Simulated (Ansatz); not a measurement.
Isomers of C4H4, relaxed with PBE0-D4/def2-TZVP in Ansatz; electronic energies, one conformer each and not always the lowest. Functionals use def2-TZVPP; CBS adds triple-zeta CCSD(T) − MP2 to the MP2 limit of def2-TZVPP and def2-QZVPP.

Order them by energy at frozen-core CCSD(T)/CBS, lowest first. (Best estimate.)
A. `C=C1C=C1`
B. `C#CC=C`
C. `C=C=C=C`

B (0.0 kcal/mol), C (8.5 kcal/mol), A (23.8 kcal/mol).

How do B3LYP-D4, PBE0-D4, B2PLYP, r2SCAN-D4 place them (kcal/mol, against `C#CC=C`)? (An estimate is asked.)

Computed: 
```
    isomer  B3LYP-D4  PBE0-D4  B2PLYP  r2SCAN-D4
 `C=C=C=C`       3.6      3.7     6.6        2.1
`C=C1C=C1`      22.3     16.4    23.8       18.7
```

B3LYP here is the variant with VWN-RPA as its local correlation; programs differ in this.
